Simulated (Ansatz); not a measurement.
`COC(C)=O` and `C=CC(=O)OC` differ in one atom or group.

Ansatz, PBE0-D4/def2-TZVP geometries, multiplicity 1. Each molecule was computed in one conformer, which needn't be the lowest.

```
                                                                                  property  `COC(C)=O`
                                                     HOMO energy (ωB97M-V/def2-TZVPP) / eV      -10.43
                                                       HOMO–LUMO gap (PBE/def2-TZVPP) / eV        5.52
                                                        LUMO energy (PBE0/def2-TZVPP) / eV        0.40
                                            size of the dipole moment (PBE/def2-TZVPP) / D        1.84
ideal-gas entropy at 298 K and 1 bar (rigid rotor, harmonic PBE0-D4/def2-TZVP) / J/(mol·K)         327
                                        size of the dipole moment (ωB97M-V/def2-TZVPP) / D        1.89
```

(1) Give the same properties after the change, and the shifts. (An estimate is asked.)

Results:

(1) Computed: 
| property | `C=CC(=O)OC` | shift |
| --- | --- | --- |
| HOMO energy (ωB97M-V/def2-TZVPP) / eV | -10.54 | -0.11 |
| HOMO–LUMO gap (PBE/def2-TZVPP) / eV | 4.08 | -1.44 |
| LUMO energy (PBE0/def2-TZVPP) / eV | -1.36 | -1.76 |
| size of the dipole moment (PBE/def2-TZVPP) / D | 1.57 | -0.27 |
| ideal-gas entropy at 298 K and 1 bar (rigid rotor, harmonic PBE0-D4/def2-TZVP) / J/(mol·K) | 334 | 7 |
| size of the dipole moment (ωB97M-V/def2-TZVPP) / D | 1.58 | -0.31 |

With PBE0 the HOMO falls by 0.12 eV and the LUMO falls by 1.76 eV, so the gap narrows by about 1.64 eV. PBE moves the HOMO by -0.13 eV and ωB97M-V by -0.11 eV. The zero-point energy changes by 15.1 kJ/mol with +3 modes. Dipoles are sizes alone; their direction can turn. Modes under 60 cm⁻¹, often nearly free rotors, make the harmonic entropy too high.
